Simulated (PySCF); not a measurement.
Molecule: `C=NC`, C2H5N.

Molfile (atoms numbered from 1):
```
C2H5N
     RDKit          3D

  8  7  0  0  0  0  0  0  0  0999 V2000
    1.1706   -0.2615    0.5345 C   0  0  0  0  0  0  0  0  0  0  0  0
    0.0888   -0.7628    0.1234 N   0  0  0  0  0  0  0  0  0  0  0  0
   -0.9270    0.1163   -0.3799 C   0  0  0  0  0  0  0  0  0  0  0  0
    1.9615   -0.9189    0.9244 H   0  0  0  0  0  0  0  0  0  0  0  0
    1.3826    0.8285    0.5252 H   0  0  0  0  0  0  0  0  0  0  0  0
   -0.6533    1.1910   -0.3576 H   0  0  0  0  0  0  0  0  0  0  0  0
   -1.1712   -0.1668   -1.4167 H   0  0  0  0  0  0  0  0  0  0  0  0
   -1.8519   -0.0258    0.2024 H   0  0  0  0  0  0  0  0  0  0  0  0
  1  2  2  0
  2  3  1  0
  1  4  1  0
  1  5  1  0
  3  6  1  0
  3  7  1  0
  3  8  1  0
M  END
```

Spin–spin couplings on one PBE0-D3(BJ)/def2-SVP geometry, PySCF 2.14, gas phase, non-relativistic, equivalent pairs averaged; isotopes $^{13}$C, $^{1}$H, $^{15}$N; basis pcJ-1.

How do the couplings (Hz) change with the functional? Times are CPU seconds on shared hosts with different chips, so compare them loosely.

Answers


| functional | functions | $^{1}J$(C1,H4) | $^{1}J$(C1,H5) | $^{1}J$(C3,H6) | $^{1}J$(N2,C3) | $^{2}J$(H4,H5) | $^{2}J$(N2,H4) | $^{2}J$(H6,H7) | core-s |
| --- | --- | --- | --- | --- | --- | --- | --- | --- | --- |
| LDA | 131 | 149.2 | 122.8 | 105.3 | 8.7 | 14.5 | -10.8 | -8.8 | 4.8 |
| PBE | 131 | 175.1 | 143.8 | 126.8 | 7.0 | 18.2 | -11.8 | -12.5 | 7.4 |
| KT2 | 131 | 189.5 | 152.9 | 133.9 | 10.4 | 21.8 | -13.4 | -17.3 | 7.5 |
| B3LYP | 131 | 190.6 | 160.4 | 139.5 | 3.8 | 19.4 | -11.6 | -14.2 | 5.8 |
| PBE0 | 131 | 180.3 | 150.8 | 131.6 | 3.8 | 16.8 | -10.7 | -14.9 | 7.2 |
| B97-2 | 131 | 174.2 | 146.6 | 126.0 | 3.6 | 16.2 | -10.5 | -12.7 | 7.1 |
| BHandHLYP | 131 | 204.1 | 175.1 | 150.8 | -1.5 | 18.0 | -9.6 | -18.0 | 7.7 |
| CAM-B3LYP | 131 | 188.0 | 158.7 | 137.1 | 2.8 | 18.7 | -11.5 | -14.7 | 9.3 | Left out for a near triplet instability: HF/pcJ-1.
